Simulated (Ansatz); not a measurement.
Consider the isomerisation: `CC#CS` → `C#CSC`.

Calculated with Ansatz (gas phase, PBE0-D4/def2-TZVP geometries, no zero-point term in ΔE). CCSD(T)/CBS is the MP2 limit (def2-TZVPP, def2-QZVPP) plus CCSD(T) − MP2 in def2-TZVPP, frozen cores. Functionals use def2-TZVPP. Each species was taken in one conformer, which may not be the lowest.

`CC#CS`:

```xyz
8

C    -0.168    1.106    0.983
C     0.046    0.117   -0.053
C     0.218   -0.712   -0.912
S     0.509   -1.756   -2.196
H    -0.221    2.107    0.549
H     0.640    1.099    1.720
H    -1.109    0.923    1.508
H     0.086   -2.885   -1.599
```

`C#CSC`:

```xyz
8

C    -0.805    1.941   -0.870
C    -0.676    1.095   -0.021
S    -0.541   -0.041    1.201
C     0.572   -1.235    0.426
H    -0.919    2.688   -1.619
H     0.119   -1.651   -0.472
H     1.528   -0.769    0.192
H     0.721   -2.027    1.162
```

```
           level  ΔE (kJ/mol)
         ωB97M-V         21.5
        PBE-QIDH         24.8
CCSD(T)/def2-SVP         34.2
  MP2/def2-TZVPP         20.2
```

Question: What does CCSD(T)/CBS give? (Estimate.)

Answer: The calculation gave: +19.1 kJ/mol. The listed levels differ from it by 2.4, 5.7, 15.1, 1.1 kJ/mol.

Largest T1 diagnostic among the species: 0.012.

Leaving LDA and LC-ωPBE aside and taking each functional with its dispersion term where it has one, the values, not all of them listed here, spread over 5.7 kJ/mol, from BLYP-D4 to HSE06-D4. LDA lies +5.7 kJ/mol from PBE without D4. From BLYP to BHLYP (50 % exact exchange), in def2-TZVPP and without D4, ΔE moves by +3.2 kJ/mol. In def2-TZVPP, CCSD(T) changes the Hartree–Fock value by −5.5 kJ/mol (the triples alone add −2.1 kJ/mol) and MP2 by −6.4 kJ/mol.
